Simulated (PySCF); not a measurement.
# The bond of MgH−, level by level

The task here is to estimate one member of a computed series from the others.

Program: PySCF 2.14.0. Level of theory: Mg aug-cc-pVDZ, H aug-cc-pVDZ, no relativity. These are calculated values, not measurements.

4 further runs of the same task are left out: 4 set aside as unsound or not needed.

The first run:

A driver script around PySCF takes these settings:

- atoms: Mg, H
- charge: -1
- basis: Mg aug-cc-pVDZ, H aug-cc-pVDZ
- Hamiltonian: no relativity
- basis functions: 36
- electrons treated: 14
- masses in u: 23.9850, 1.0078
- levels: PBE0, PBE, r²SCAN, PBEsol, r²SCANh, MN15, MP2, SCS-MP2, CCSD, CCSD(T)
- grid: 80 radial by 434 angular points
- occupations: held fixed by the projection of orbital angular momentum
- dissociation limit: Mg + H−, each in its ground configuration
- starting distance in angstrom: 1.775
- values of 2S to try: 0, 2

Started as:

```console
$ OMP_NUM_THREADS=1 python dia.py task.json out
```

Steps of the session up to this table: Set-up; The PBE0 curve of the state that the search chose; PBE; r²SCAN (meta-GGA); PBEsol (GGA); r²SCANh (hybrid meta-GGA); MN15 (hybrid meta-GGA); MP2 and coupled cluster.

One table of the session follows, with a row left open; its other results are not shown here.

Energy (eV) from each level's lowest point:

| R (Å) | RHF-MP2 | RHF-SCS-MP2 | RHF-CCSD | RHF-CCSD(T) | PBE |
| --- | --- | --- | --- | --- | --- |
| 1.626 | 0.191 | 0.191 | n/a | n/a | 0.223 |
| 1.702 | 0.083 | 0.083 | 0.087 | 0.088 | 0.106 |
| 1.778 | 0.023 | 0.023 | 0.026 | 0.027 | 0.038 |
| 1.834 | ? | ? | ? | ? | ? |
| 1.891 | 0.000 | 0.000 | 0.000 | 0.000 | 0.000 |
| 1.948 | 0.011 | 0.010 | 0.008 | 0.008 | 0.003 |
| 2.023 | 0.041 | 0.040 | 0.035 | 0.035 | 0.022 |
| 2.118 | 0.097 | 0.095 | 0.087 | 0.085 | 0.064 |
| 2.231 | 0.181 | 0.177 | 0.164 | 0.162 | 0.132 |
| 2.383 | 0.305 | 0.299 | n/a | n/a | 0.236 |

**Question.** Estimate the row for R (Å) = 1.834.

Worked estimate for «RHF-MP2». A straight line through the neighbours (1.778, 0.023) and (1.891, 0.000) gives 0.023 + (0.000 − 0.023) × (1.834 − 1.778) / (1.891 − 1.778) = 0.012; a parabola fitted to 4 rows on both sides gives 0.003.

The run gave: RHF-MP2: 0.003; RHF-SCS-MP2: 0.003; RHF-CCSD: 0.005; RHF-CCSD(T): 0.005; PBE: 0.010. In «RHF-MP2» the line misses by +0.009 and the parabola by 0.000.
